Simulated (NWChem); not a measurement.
Molecule: dimethyl ether (C₂H₆O); SMILES O(C)C

```xyz
9

C      1.1611     0.0000     0.1881
O      0.0000     0.0000    -0.5778
C     -1.1611     0.0000     0.1881
H      1.2330    -0.8952     0.8395
H      1.2330     0.8952     0.8395
H      2.0215     0.0000    -0.4963
H     -1.2330    -0.8952     0.8395
H     -2.0215     0.0000    -0.4963
H     -1.2330     0.8952     0.8395
```
Atoms are numbered in this order, from 1.

Results from NWChem. Pople sets run with spherical d functions. All runs use the structure optimised with PBE0/def2-SVP. Ions are spin-unrestricted doublets at the neutral geometry; other ion states weren't tried.

```csv
level,"vertical ionisation energy, ΔSCF (eV)",−ε(HOMO) (eV),ΔSCF minus −ε(HOMO) (eV)
B3LYP/6-31+G*,9.98,7.21,2.77
PBE/6-31+G*,9.74,5.85,3.89
CAM-B3LYP/6-31+G*,10.06,8.89,1.17
"LDA (Slater exchange, VWN5)/6-31+G*",___,___,___
LRC-wPBEh/6-31+G*,9.99,9.30,0.69
```

### Question
Some entries are withheld; supply them.

### Answer

- LDA (Slater exchange, VWN5)/6-31+G*, vertical ionisation energy, ΔSCF (eV): 9.86
- LDA (Slater exchange, VWN5)/6-31+G*, −ε(HOMO) (eV): 5.92
- LDA (Slater exchange, VWN5)/6-31+G*, ΔSCF minus −ε(HOMO) (eV): 3.94
